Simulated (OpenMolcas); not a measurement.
# B2 (SMILES B#B): a chain of runs

We compute the energy (ROHF/pcseg-0), then the energy (CASSCF(6,8)/pcseg-0), then the energy (CASPT2(6,8)/pcseg-0), then a single-point energy, then the energy (SC-NEVPT2(6,8)/pcseg-0), then a single-point energy, then a single-point energy (MC-PDFT[tPBE](6,8)/pcseg-0) of B2. 

The results are computed with OpenMolcas 26.06.

## (1) The structure to begin with

The species is B2 (2 atoms), meant as a triplet with charge 0. SMILES: `B#B`. The B1–B2 distance was set to 2.810 Å, away from the relaxed value.

## (2) A single-point energy at ROHF/pcseg-0 (run 1)

geom.xyz

```xyz
2

B      0.000000     0.000000    -1.405080
B      0.000000     0.000000     1.405120
```

step1.input

```
&GATEWAY
  BASLIB = $CurrDir
  COORD = geom.xyz
  BASIS = pcseg-0
  GROUP = NoSym

&SEWARD

&SCF
  UHF
  SPIN = 3
  PRORBITALS = 1 1

&RASSCF
  FILEORB = $Project.UnaOrb
  SPIN = 3
  NACTEL = 2 0 0
  INACTIVE = 4
  RAS2 = 2
  OUTORBITALS = Canonical
  ORBLISTING = Nothing
```

The basis set pcseg-0 is read from a file made from the Basis Set Exchange's data (not shown).

Run with:

```bash
$ export MOLCAS_MEM=1860
$ pymolcas step1.input > step1.log
```

Standard output:

```text
--- Start Module: gateway ---
[...]
--- Stop Module: gateway /rc=_RC_ALL_IS_WELL_ ---
[...]
      Basis functions           18
[...]
--- Start Module: scf ---
[...]
       Convergence after  20 Iterations
[...]
::    Total SCF energy                                -48.9146538941
[...]
      Total spin, S                                     1.0205704931
[...]
--- Stop Module: scf /rc=_RC_ALL_IS_WELL_ ---
--- Start Module: rasscf ---
[...]
      Number of active orbitals                  2
[...]
      Spin quantum number                      1.0
[...]
      Active orbitals                            2
[...]
      Number of CSFs                             1
[...]
      Number of root(s) required                 1
[...]
      Convergence after 10 iterations
[...]
      printout of CI-coefficients larger than  0.05 for root  1
      energy=     -48.908453
      conf/sym  11     Coeff  Weight
             1  uu   1.00000 1.00000
      Natural orbitals and occupation numbers for root  1
      sym 1:   1.000000   1.000000
      ************************************************************************************************************************
      *                                                    Final results                                                     *
[...]
::    RASSCF root number  1 Total energy:    -48.90845303
[...]
      Total electronic charge=   10.000000
      Total            charge=   -0.000000
[...]
      Dipole Moment (debye):
      Origin of the operator (angstrom)=    0.0000    0.0000    0.0000
                   X= -1.4879E-14               Y=  6.2210E-15               Z= -9.7158E-13           Total=  9.7172E-13
      Quadrupole Moment (debye*angstrom):
[...]
--- Stop Module: rasscf /rc=_RC_ALL_IS_WELL_ ---
[...]
```

Run time: 1.9 s. Hardware: 1 thread of Intel Xeon 6975P-C (Granite Rapids), shared host; peak memory 0.37 GiB.

## (3) The energy at CASSCF(6,8)/pcseg-0 (run 2)

geom.xyz is that of step 2.

step2.input

```
>>> EXPORT MOLCAS_PRINT=2

&GATEWAY
 BASLIB=$CurrDir
 COORD=geom.xyz
 BASIS=pcseg-0
 GROUP=NoSym

&SEWARD

&RASSCF
 FILEORB=$CurrDir/step1.RasOrb
 SPIN=3
 NACTEL=6 0 0
 INACTIVE=2
 RAS2=8
 ORBLISTING=Nothing
```

The basis set pcseg-0 is read from a file made from the Basis Set Exchange's data (not shown).

Run with:

```bash
$ export MOLCAS_MEM=1860
$ pymolcas step2.input > step2.log
```

Standard output:

```text
--- Start Module: gateway ---
[...]
--- Stop Module: gateway /rc=_RC_ALL_IS_WELL_ ---
--- Start Module: seward ---
[...]
      Basis functions           18
--- Stop Module: seward /rc=_RC_ALL_IS_WELL_ ---
--- Start Module: rasscf ---
[...]
      Number of active orbitals                  8
[...]
      Spin quantum number                      1.0
[...]
      Active orbitals                            8
[...]
      Number of CSFs                          1512
[...]
      Number of root(s) required                 1
[...]
      Convergence after  9 iterations
[...]
      printout of CI-coefficients larger than  0.05 for root  1
      energy=     -49.015560
      conf/sym  11111111     Coeff  Weight
             1  22uu0000  -0.88117 0.77646
            12  2u200u00  -0.10050 0.01010
            26  2udu000u  -0.07392 0.00546
            38  ud2u000u  -0.07539 0.00568
            68  udu20u00   0.09888 0.00978
            91  22000u0u   0.31753 0.10083
[...]
      Natural orbitals and occupation numbers for root  1
      sym 1:   1.908130   1.870837   0.904337   0.882297   0.057487   0.167849   0.052666   0.156398
      ************************************************************************************************************************
      *                                                    Final results                                                     *
[...]
::    RASSCF root number  1 Total energy:    -49.01555969
[...]
      Total electronic charge=   10.000000
      Total            charge=   -0.000000
[...]
      Dipole Moment (debye):
      Origin of the operator (angstrom)=    0.0000    0.0000    0.0000
                   X= -1.4074E-16               Y=  2.0802E-15               Z= -2.3535E-13           Total=  2.3536E-13
      Quadrupole Moment (debye*angstrom):
[...]
--- Stop Module: rasscf /rc=_RC_ALL_IS_WELL_ ---
[...]
```

Run time: 1.4 s. Hardware: 1 thread of Intel Xeon 6975P-C (Granite Rapids), shared host; peak memory 0.37 GiB.

## (4) A single-point energy at CASPT2(6,8)/pcseg-0 (run 3)

geom.xyz is that of step 3.

step3.inp

```
>>> EXPORT MOLCAS_PRINT=2

&GATEWAY
 BASLIB=$CurrDir
 COORD=geom.xyz
 BASIS=pcseg-0
 GROUP=NoSym

&SEWARD

&RASSCF
 FILEORB=$CurrDir/step2.RasOrb
 SPIN=3
 NACTEL=6 0 0
 INACTIVE=2
 RAS2=8
 ORBLISTING=Nothing

&CASPT2
 IPEA=0.25
 IMAGINARY=0.1
 FROZEN=2
```

The basis set pcseg-0 is read from a file made from the Basis Set Exchange's data (not shown).

Run with:

```bash
$ export MOLCAS_MEM=1860
$ pymolcas step3.inp > step3.log
```

Standard output:

```text
--- Start Module: gateway ---
[...]
      Basis functions           18
[...]
--- Start Module: rasscf ---
[...]
      Number of active orbitals                  8
[...]
      Spin quantum number                      1.0
[...]
      Active orbitals                            8
[...]
      Number of CSFs                          1512
[...]
      Number of root(s) required                 1
[...]
      Convergence after  6 iterations
[...]
      printout of CI-coefficients larger than  0.05 for root  1
      energy=     -49.015560
      conf/sym  11111111     Coeff  Weight
             1  22uu0000  -0.88118 0.77648
            12  2u200u00  -0.10050 0.01010
            26  2udu000u  -0.07392 0.00546
            38  ud2u000u  -0.07539 0.00568
            68  udu20u00   0.09888 0.00978
            91  22000u0u   0.31751 0.10081
[...]
      Natural orbitals and occupation numbers for root  1
      sym 1:   1.908134   1.870839   0.904352   0.882309   0.057485   0.167834   0.052664   0.156383
      ************************************************************************************************************************
      *                                                    Final results                                                     *
[...]
::    RASSCF root number  1 Total energy:    -49.01555969
[...]
      Total electronic charge=   10.000000
      Total            charge=   -0.000000
[...]
      Dipole Moment (debye):
      Origin of the operator (angstrom)=    0.0000    0.0000    0.0000
                   X= -3.9787E-16               Y=  1.4237E-15               Z=  1.1824E-13           Total=  1.1825E-13
      Quadrupole Moment (debye*angstrom):
[...]
      E2 (Variational):          -0.0173934824
      Total energy:             -49.0329531726
[...]
      Reference weight:           0.98910
[...]
::    CASPT2 Root  1     Total energy:    -49.03295317
[...]
```

Run time: 1.8 s. Hardware: 1 thread of Intel Xeon 6975P-C (Granite Rapids), shared host; peak memory 0.37 GiB.

## (5) The energy at CASPT2[IPEA 0](6,8)/pcseg-0 (run 4)

geom.xyz is that of step 4.

step4.inp

```
&GATEWAY
BasLib=$CurrDir
Coord=geom.xyz
Basis=pcseg-0
Group=NoSym
&SEWARD
&RASSCF
FileOrb=$CurrDir/step2.RasOrb
Spin=3
Nactel=6 0 0
Inactive=2
Ras2=8
OrbListing=Nothing
&CASPT2
IPEA=0
Imaginary=0.1
Frozen=2
```

The basis set pcseg-0 is read from a file made from the Basis Set Exchange's data (not shown).

Run with:

```bash
$ export MOLCAS_MEM=1860
$ pymolcas step4.inp > step4.log
```

Standard output:

```text
--- Start Module: gateway ---
[...]
      Basis functions           18
[...]
--- Start Module: rasscf ---
[...]
      Number of active orbitals                  8
[...]
      Spin quantum number                      1.0
[...]
      Active orbitals                            8
[...]
      Number of CSFs                          1512
[...]
      Number of root(s) required                 1
[...]
      Convergence after  6 iterations
[...]
      printout of CI-coefficients larger than  0.05 for root  1
      energy=     -49.015560
      conf/sym  11111111     Coeff  Weight
             1  22uu0000  -0.88118 0.77648
            12  2u200u00  -0.10050 0.01010
            26  2udu000u  -0.07392 0.00546
            38  ud2u000u  -0.07539 0.00568
            68  udu20u00   0.09888 0.00978
            91  22000u0u   0.31751 0.10081
[...]
      Natural orbitals and occupation numbers for root  1
      sym 1:   1.908134   1.870839   0.904352   0.882309   0.057485   0.167834   0.052664   0.156383
      ************************************************************************************************************************
      *                                                    Final results                                                     *
[...]
::    RASSCF root number  1 Total energy:    -49.01555969
[...]
      Total electronic charge=   10.000000
      Total            charge=   -0.000000
[...]
      Dipole Moment (debye):
      Origin of the operator (angstrom)=    0.0000    0.0000    0.0000
                   X= -3.9787E-16               Y=  1.4237E-15               Z=  1.1824E-13           Total=  1.1825E-13
      Quadrupole Moment (debye*angstrom):
[...]
      E2 (Variational):          -0.0192836511
      Total energy:             -49.0348433412
[...]
      Reference weight:           0.98656
[...]
::    CASPT2 Root  1     Total energy:    -49.03484334
[...]
```

It took 1.7 s on 1 thread of Intel Xeon 6975P-C (Granite Rapids), shared host; peak memory 0.37 GiB.

## (6) The energy at SC-NEVPT2(6,8)/pcseg-0 (run 5)

geom.xyz is that of step 5.

step5.input

```
&GATEWAY
  BasLib
  $CurrDir
  Coord
  geom.xyz
  Basis
  pcseg-0
  Group
  NoSym

&SEWARD

&RASSCF
  FileOrb
  $CurrDir/step2.RasOrb
  Spin
  3
  Nactel
  6 0 0
  Inactive
  2
  Ras2
  8
  OrbListing
  Nothing

&CASPT2
  SC-NEVPT2
  Frozen
  2
```

The basis set pcseg-0 is read from a file made from the Basis Set Exchange's data (not shown).

Run with:

```bash
$ export MOLCAS_MEM=1860
$ pymolcas step5.input > step5.log
```

Standard output:

```text
[...]
      Basis functions           18
[...]
      Number of active orbitals                  8
[...]
      Spin quantum number                      1.0
[...]
      Active orbitals                            8
[...]
      Number of CSFs                          1512
[...]
      Number of root(s) required                 1
[...]
      Convergence after  6 iterations
[...]
      printout of CI-coefficients larger than  0.05 for root  1
      energy=     -49.015560
      conf/sym  11111111     Coeff  Weight
             1  22uu0000  -0.88118 0.77648
            12  2u200u00  -0.10050 0.01010
            26  2udu000u  -0.07392 0.00546
            38  ud2u000u  -0.07539 0.00568
            68  udu20u00   0.09888 0.00978
            91  22000u0u   0.31751 0.10081
[...]
      Natural orbitals and occupation numbers for root  1
      sym 1:   1.908134   1.870839   0.904352   0.882309   0.057485   0.167834   0.052664   0.156383
      ************************************************************************************************************************
      *                                                    Final results                                                     *
[...]
::    RASSCF root number  1 Total energy:    -49.01555969
[...]
      Total electronic charge=   10.000000
      Total            charge=   -0.000000
[...]
      Dipole Moment (debye):
      Origin of the operator (angstrom)=    0.0000    0.0000    0.0000
                   X= -3.9787E-16               Y=  1.4237E-15               Z=  1.1824E-13           Total=  1.1825E-13
      Quadrupole Moment (debye*angstrom):
[...]
      E2 (Variational):          -0.0156788815
[...]
      E2 (Variational):          -0.0153540240
      Total energy:             -49.0309137142
[...]
      Reference weight:           0.99134
[...]
::    SC-NEVPT2 Root  1     Total energy:    -49.03091371
[...]
```

Run time: 2.3 s. Hardware: 1 thread of Intel Xeon 6975P-C (Granite Rapids), shared host; peak memory 0.37 GiB.

## (7) The energy at PC-NEVPT2(6,8)/pcseg-0 (run 6)

geom.xyz is that of step 6.

step6.inp

```
&GATEWAY
 BasLib=$CurrDir
 Coord=geom.xyz
 Basis=pcseg-0
 Group=NoSym

&SEWARD

&RASSCF
 FileOrb=$CurrDir/step2.RasOrb
 Spin=3
 Nactel=6 0 0
 Inactive=2
 Ras2=8
 OrbListing=Nothing

&CASPT2
 PC-NEVPT2
 Frozen=2
```

The basis set pcseg-0 is read from a file made from the Basis Set Exchange's data (not shown).

Run with:

```bash
$ export MOLCAS_MEM=1860
$ pymolcas step6.inp > step6.log
```

Standard output:

```text
[...]
      Basis functions           18
[...]
      Number of active orbitals                  8
[...]
      Spin quantum number                      1.0
[...]
      Active orbitals                            8
[...]
      Number of CSFs                          1512
[...]
      Number of root(s) required                 1
[...]
      Convergence after  6 iterations
[...]
      printout of CI-coefficients larger than  0.05 for root  1
      energy=     -49.015560
      conf/sym  11111111     Coeff  Weight
             1  22uu0000  -0.88118 0.77648
            12  2u200u00  -0.10050 0.01010
            26  2udu000u  -0.07392 0.00546
            38  ud2u000u  -0.07539 0.00568
            68  udu20u00   0.09888 0.00978
            91  22000u0u   0.31751 0.10081
[...]
      Natural orbitals and occupation numbers for root  1
      sym 1:   1.908134   1.870839   0.904352   0.882309   0.057485   0.167834   0.052664   0.156383
      ************************************************************************************************************************
      *                                                    Final results                                                     *
[...]
::    RASSCF root number  1 Total energy:    -49.01555969
[...]
      Total electronic charge=   10.000000
      Total            charge=   -0.000000
[...]
      Dipole Moment (debye):
      Origin of the operator (angstrom)=    0.0000    0.0000    0.0000
                   X= -3.9787E-16               Y=  1.4237E-15               Z=  1.1824E-13           Total=  1.1825E-13
      Quadrupole Moment (debye*angstrom):
[...]
      E2 (Variational):          -0.0156788815
[...]
      E2 (Variational):          -0.0153540240
      Total energy:             -49.0309137142
[...]
      Reference weight:           0.99134
[...]
::    PC-NEVPT2 Root  1     Total energy:    -49.03123857
[...]
```

It took 2.3 s on 1 thread of Intel Xeon 6975P-C (Granite Rapids), shared host; peak memory 0.37 GiB.

## (8) The energy at MC-PDFT[tPBE](6,8)/pcseg-0 (run 7)

geom.xyz is that of step 7.

step7.inp

```
>>> EXPORT MOLCAS_PRINT=2
&GATEWAY
BasLib
$CurrDir
Coord
geom.xyz
Basis
pcseg-0
Group
NoSym
&SEWARD
&RASSCF
FileOrb
$CurrDir/step2.RasOrb
Spin
3
Nactel
6 0 0
Inactive
2
Ras2
8
OrbListing
Nothing
&MCPDFT
KSDFT
T:PBE
```

The basis set pcseg-0 is read from a file made from the Basis Set Exchange's data (not shown).

Run with:

```bash
$ export MOLCAS_MEM=1860
$ pymolcas step7.inp > step7.log
```

Standard output:

```text
--- Start Module: gateway ---
[...]
--- Stop Module: gateway /rc=_RC_ALL_IS_WELL_ ---
[...]
      Basis functions           18
[...]
--- Start Module: rasscf ---
[...]
      Number of active orbitals                  8
[...]
      Spin quantum number                      1.0
[...]
      Active orbitals                            8
[...]
      Number of CSFs                          1512
[...]
      Number of root(s) required                 1
[...]
      Convergence after  6 iterations
[...]
      printout of CI-coefficients larger than  0.05 for root  1
      energy=     -49.015560
      conf/sym  11111111     Coeff  Weight
             1  22uu0000  -0.88118 0.77648
            12  2u200u00  -0.10050 0.01010
            26  2udu000u  -0.07392 0.00546
            38  ud2u000u  -0.07539 0.00568
            68  udu20u00   0.09888 0.00978
            91  22000u0u   0.31751 0.10081
[...]
      Natural orbitals and occupation numbers for root  1
      sym 1:   1.908134   1.870839   0.904352   0.882309   0.057485   0.167834   0.052664   0.156383
      ************************************************************************************************************************
      *                                                    Final results                                                     *
[...]
::    RASSCF root number  1 Total energy:    -49.01555969
[...]
      Total electronic charge=   10.000000
      Total            charge=   -0.000000
[...]
      Dipole Moment (debye):
      Origin of the operator (angstrom)=    0.0000    0.0000    0.0000
                   X= -3.9787E-16               Y=  1.4237E-15               Z=  1.1824E-13           Total=  1.1825E-13
      Quadrupole Moment (debye*angstrom):
[...]
--- Stop Module: rasscf /rc=_RC_ALL_IS_WELL_ ---
--- Start Module: mcpdft ---
[...]
::    MCPDFT root number  1 Total energy:    -49.13499911
[...]
```

Run time: 1.8 s. Hardware: 1 thread of Intel Xeon 6975P-C (Granite Rapids), shared host; peak memory 0.37 GiB.

## (9) Outcome

| quantity | value |
| --- | --- |
| run 1, ROHF/pcseg-0: total energy | -48.90845 Eh |
| run 1, ROHF/pcseg-0: dipole moment | 0.00 D |
| run 2, CASSCF(6,8)/pcseg-0: total energy | -49.01556 Eh |
| run 2, CASSCF(6,8)/pcseg-0: dipole moment (CASSCF density) | 0.00 D |
| run 3, CASPT2(6,8)/pcseg-0: total energy | -49.03295 Eh |
| run 3, CASPT2(6,8)/pcseg-0: dipole moment (CASSCF density) | 0.00 D |
| run 4, CASPT2[IPEA 0](6,8)/pcseg-0: total energy | -49.03484 Eh |
| run 4, CASPT2[IPEA 0](6,8)/pcseg-0: dipole moment (CASSCF density) | 0.00 D |
| run 5, SC-NEVPT2(6,8)/pcseg-0: total energy | -49.03091 Eh |
| run 5, SC-NEVPT2(6,8)/pcseg-0: dipole moment (CASSCF density) | 0.00 D |
| run 6, PC-NEVPT2(6,8)/pcseg-0: total energy | -49.03124 Eh |
| run 6, PC-NEVPT2(6,8)/pcseg-0: dipole moment (CASSCF density) | 0.00 D |
| run 7, MC-PDFT[tPBE](6,8)/pcseg-0: total energy | -49.13500 Eh |
| run 7, MC-PDFT[tPBE](6,8)/pcseg-0: dipole moment (CASSCF density) | 0.00 D |
